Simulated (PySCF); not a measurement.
# C3H4F2 (SMILES F/C=C/CF) at 5 levels

Aim: a comparison of 5 runs (HF/STO-3G, HF/3-21G, PBE0/def2-SVP, CAM-B3LYP/def2-SVPD, B2PLYP/def2-TZVP) of C3H4F2. 

The results are computed with PySCF 2.14.0.

**1. Starting point**

C3H4F2: 9 atoms, total charge 0, spin state singlet. As SMILES, `F/C=C/CF`. Geometry: relaxed at PBE0-D4/def2-TZVP. This is one conformer, not always the lowest.

Bond lengths: F1–C2 1.332 Å, C2–C3 1.320 Å, C3–C4 1.482 Å, C4–F5 1.388 Å, C2–H6 1.085 Å, C3–H7 1.085 Å, C4–H8 1.094 Å, C4–H9 1.094 Å. Some angles: F1–C2–C3 122.5°, C2–C3–C4 121.0°, C3–C4–F5 110.6°, F1–C2–H6 112.4°, C3–C2–H6 125.1°, C2–C3–H7 120.0°, C4–C3–H7 118.9°, C3–C4–H8 111.2°, C3–C4–H9 111.3°, F5–C4–H8 107.9°.

**2. Energy and forces at HF/STO-3G (run 1)**

File mol.xyz:

```xyz
9
C3H4F2
F     -2.209900    -0.026000     1.314000
C     -1.254900    -0.268300     0.418300
C     -0.069300     0.309000     0.473200
C      0.980100    -0.003600    -0.525800
F      1.279200     1.118700    -1.286000
H     -1.566100    -0.985700    -0.334400
H      0.150200     1.024100     1.258600
H      0.654400    -0.794800    -1.207600
H      1.910300    -0.315800    -0.041200
```

File input.py:

```python
# FC=CCF
import pyscf.grad
from pyscf import gto, scf

system = gto.M(
    atom='mol.xyz',
    verbose=4,
    basis='sto-3g',
    max_memory=1860,
    spin=0,
)

mf = scf.RHF(system)
mf.conv_tol = 1e-10
mf.kernel()
if not mf.converged:
    mf = mf.newton().run(mf.mo_coeff, mf.mo_occ)

e_tot = mf.e_tot
print(f'total energy: {e_tot:.8f} hartree')
grad = mf.Gradients().kernel()
mf.analyze()
```

On the command line:

```
$ OMP_NUM_THREADS=1 python input.py
```

The log of the run:

```text
PySCF version 2.14.0

[... 64 lines left out ...]
total energy: -310.56101755 hartree
[... 16 lines left out ...]
Two-electron Coulomb Energy =          321.583980420032844
[... 6 lines left out ...]
MO #4   energy= -11.1158863508507  occ= 2
[... 4 lines left out ...]
MO #9   energy= -0.872160520357321 occ= 2
[... 4 lines left out ...]
MO #14  energy= -0.554536603592669 occ= 2
[... 4 lines left out ...]
MO #19  energy= -0.410579669914489 occ= 2
[... 4 lines left out ...]
MO #24  energy= 0.645558656151044  occ= 0
[... 4 lines left out ...]
MO #29  energy= 1.01878565629941   occ= 0
[... 41 lines left out ...]
Dipole moment(X, Y, Z, Debye):  0.14320, -1.19026,  0.07546
```

Run time: 2.2 s. Hardware: 1 thread of Intel Xeon at 2.70GHz, shared host; peak memory 0.12 GiB.

**3. Energy and forces at HF/3-21G (run 2)**

File input.xyz:

```xyz
9

F     -2.209900    -0.026000     1.314000
C     -1.254900    -0.268300     0.418300
C     -0.069300     0.309000     0.473200
C      0.980100    -0.003600    -0.525800
F      1.279200     1.118700    -1.286000
H     -1.566100    -0.985700    -0.334400
H      0.150200     1.024100     1.258600
H      0.654400    -0.794800    -1.207600
H      1.910300    -0.315800    -0.041200
```

File input.py:

```python
from pyscf import gto, scf

molecule = gto.Mole()
molecule.atom = 'input.xyz'
molecule.max_memory = 1860
molecule.verbose = 3
molecule.basis = '3-21g'
molecule.spin = 0
molecule.build()

mf = scf.RHF(molecule)
mf.conv_tol = 1e-10
mf.kernel()
if not mf.converged:
    mf = mf.newton().run(mf.mo_coeff, mf.mo_occ)

energy = mf.e_tot
print(f'total energy: {energy:.8f} hartree')
grad = mf.nuc_grad_method().kernel()
dip = mf.dip_moment()
pop, q = mf.mulliken_pop()
```

On the command line:

```
$ OMP_NUM_THREADS=1 python input.py
```

The log of the run:

```text
converged SCF energy = -313.050882367695
total energy: -313.05088237 hartree
--------------- RHF gradients ---------------
         x                y                z
0 F     0.0184496984    -0.0048030130    -0.0174059534
1 C    -0.0273734223     0.0025087634     0.0194356151
2 C     0.0190346738     0.0058083546    -0.0082781655
3 C    -0.0097278214     0.0186358236     0.0003284599
4 F    -0.0041903669    -0.0153264301     0.0097912568
5 H    -0.0057602766    -0.0079534990    -0.0071005934
6 H     0.0024742555     0.0063258861     0.0079987212
7 H    -0.0028004492    -0.0049394650    -0.0076527204
8 H     0.0098937088    -0.0002564206     0.0028833797
----------------------------------------------
Dipole moment(X, Y, Z, Debye):  0.48281, -2.15343,  0.12520
 ** Mulliken pop  **
pop of  0 F 1s            1.98531
pop of  0 F 2s            0.44538
pop of  0 F 3s            1.56390
pop of  0 F 2px           0.77698
pop of  0 F 2py           0.89104
pop of  0 F 2pz           0.79331
pop of  0 F 3px           0.95147
pop of  0 F 3py           1.02067
pop of  0 F 3pz           0.96172
pop of  1 C 1s            1.98653
pop of  1 C 2s            0.41936
pop of  1 C 3s            0.77713
pop of  1 C 2px           0.55284
pop of  1 C 2py           0.51296
pop of  1 C 2pz           0.46313
pop of  1 C 3px           0.19635
pop of  1 C 3py           0.49387
pop of  1 C 3pz           0.34589
pop of  2 C 1s            1.98787
pop of  2 C 2s            0.39242
pop of  2 C 3s            0.93391
pop of  2 C 2px           0.60195
pop of  2 C 2py           0.51067
pop of  2 C 2pz           0.53464
pop of  2 C 3px           0.29057
pop of  2 C 3py           0.58135
pop of  2 C 3pz           0.55235
pop of  3 C 1s            1.98777
pop of  3 C 2s            0.37659
pop of  3 C 3s            0.98763
pop of  3 C 2px           0.58153
pop of  3 C 2py           0.45232
pop of  3 C 2pz           0.52459
pop of  3 C 3px           0.43151
pop of  3 C 3py           0.28515
pop of  3 C 3pz           0.37061
pop of  4 F 1s            1.98511
pop of  4 F 2s            0.44372
pop of  4 F 3s            1.55652
pop of  4 F 2px           0.89483
pop of  4 F 2py           0.73531
pop of  4 F 2pz           0.82710
pop of  4 F 3px           1.03457
pop of  4 F 3py           0.93395
pop of  4 F 3pz           0.99362
pop of  5 H 1s            0.48108
pop of  5 H 2s            0.28120
pop of  6 H 1s            0.46099
pop of  6 H 2s            0.26500
pop of  7 H 1s            0.48661
pop of  7 H 2s            0.31153
pop of  8 H 1s            0.48508
pop of  8 H 2s            0.30254
 ** Mulliken atomic charges  **
charge of    0F =     -0.38978
charge of    1C =      0.25194
charge of    2C =     -0.38572
charge of    3C =      0.00232
charge of    4F =     -0.40472
charge of    5H =      0.23772
charge of    6H =      0.27401
charge of    7H =      0.20187
charge of    8H =      0.21237
```

Run time: 2.3 s. Hardware: 1 thread of Intel Xeon at 2.70GHz, shared host; peak memory 0.12 GiB.

Runs 3 to 4 aren't shown in full; the table further down has their settings and results.

**4. A single-point energy at B2PLYP/def2-TZVP (run 5)**

File input.py:

```python
# FC=CCF
from pyscf import gto, dft, mp

system = gto.M(
    atom='''
F     -4.176106    -0.049133     2.483100
C     -2.371417    -0.507014     0.790472
C     -0.130958     0.583925     0.894218
C      1.852121    -0.006803    -0.993618
F      2.417338     2.114037    -2.430188
H     -2.959500    -1.862703    -0.631924
H      0.283837     1.935269     2.378409
H      1.236637    -1.501954    -2.282033
H      3.609944    -0.596776    -0.077857
''',
    verbose=4,
    max_memory=1860,
    basis='def2-tzvp',
    unit='bohr',
    charge=0,
)

ks = dft.RKS(system)
ks.xc = '0.53*HF + 0.47*B88, 0.73*LYP'
ks.grids.level = 5
ks.conv_tol = 1e-10
ks.kernel()
if not ks.converged:
    ks = ks.newton().run(ks.mo_coeff, ks.mo_occ)

pt = mp.MP2(ks, frozen=5).run()
energy = ks.e_tot + 0.27 * pt.e_corr
print('PT2 part  %.8f' % (0.27 * pt.e_corr))
print(f'total energy: {energy:.8f} hartree')
ks.analyze()
```

On the command line:

```
$ OMP_NUM_THREADS=1 python input.py
```

The log of the run:

```text
PySCF version 2.14.0

[... 103 lines left out ...]
MO #3   energy= -10.7185360961846  occ= 2
[... 21 lines left out ...]
MO #25  energy= 0.147494214244055  occ= 0
[... 21 lines left out ...]
MO #47  energy= 0.654482734404439  occ= 0
[... 21 lines left out ...]
MO #69  energy= 1.52374479472366   occ= 0
[... 21 lines left out ...]
MO #91  energy= 2.37714534758348   occ= 0
[... 21 lines left out ...]
MO #113 energy= 3.17274914297564   occ= 0
[... 21 lines left out ...]
MO #135 energy= 4.00936824782605   occ= 0
[... 21 lines left out ...]
MO #157 energy= 7.19408552930761   occ= 0
[... 21 lines left out ...]
MO #179 energy= 57.862598776686    occ= 0
[... 191 lines left out ...]
Dipole moment(X, Y, Z, Debye):  0.36077, -1.80251,  0.17159
```

Run time: 76 s. Hardware: 1 thread of Intel Xeon at 2.70GHz, shared host; peak memory 1.6 GiB.

**5. The series**

```csv
run,level,integration grid,task,energy (Eh),dipole moment (D),HOMO energy (eV),LUMO energy (eV),wall time
1,HF/STO-3G,–,gradient,-310.561018,1.20,-8.36,8.08,2.2 s
2,HF/3-21G,–,gradient,-313.050882,2.21,-10.65,4.36,2.3 s
3,PBE0/def2-SVP,5,gradient,-315.798523,1.74,-7.85,0.04,28 s
4,CAM-B3LYP/def2-SVPD,5,gradient,-316.045010,1.85,-9.46,0.80,96 s
5,B2PLYP/def2-TZVP,5,energy,-316.291233,1.85,-8.99,1.31,76 s
```

**6. Results**

| quantity | value |
| --- | --- |
| run 5: total energy | -316.29123 Eh |
| run 5: dipole moment (SCF part) | 1.85 D |
| run 5: HOMO energy (SCF part's orbitals) | -8.99 eV |
| run 5: LUMO energy (SCF part's orbitals) | 1.31 eV |
| run 5: HOMO–LUMO gap (SCF part's orbitals) | 10.30 eV |

What this shows: The dipole moment (its size) runs from 1.20 D (HF/STO-3G) to 2.21 D (HF/3-21G). The HOMO–LUMO gap runs from 7.89 eV (PBE0/def2-SVP) to 16.44 eV (HF/STO-3G). The two ends differ in method and basis. Totals of different functionals can't be ranked against each other. In run 1 the basis is minimal, so the values are rough. All runs together took 3.4 min, the longest 96 s.
